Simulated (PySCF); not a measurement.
Homolysis of single bonds, series Si Cl-Br. All species are isolated molecules in the gas phase. Strings in code marks are SMILES.

Computed with PBE-D3(BJ)/def2-TZVP // B3LYP-D3(BJ)/def2-TZVP (PySCF). Excitations are Tamm–Dancoff values on a coarser integration grid. The basis has no diffuse functions, so Rydberg states are missing or too high.

```
species                              S1 excitation (TDA) (eV)  S1 oscillator strength   LUMO (eV)   HOMO (eV)
-----------------------------------  ------------------------  ----------------------  ----------  ----------
whole molecule (`Cl[Si](Cl)(Cl)Cl`)                      6.51                   0.000       -1.74       -8.11
radical fragment (`Cl[Si](Cl)Cl`)                           –                       –           –           –
whole molecule (`Cl[Si](Cl)(Cl)Br`)                      5.86                   0.003  (withheld)  (withheld)
radical fragment (`Cl[Si](Cl)Br`)                           –                       –           –           –
whole molecule (`Cl[Si](Cl)(Br)Br`)                      5.41                   0.005  (withheld)       -7.52
```

**Question.** Some entries are withheld; supply them.

**Answer.** 
- whole molecule (`Cl[Si](Cl)(Cl)Br`), LUMO (eV): -2.04
- whole molecule (`Cl[Si](Cl)(Cl)Br`), HOMO (eV): -7.72
- whole molecule (`Cl[Si](Cl)(Br)Br`), LUMO (eV): -2.29
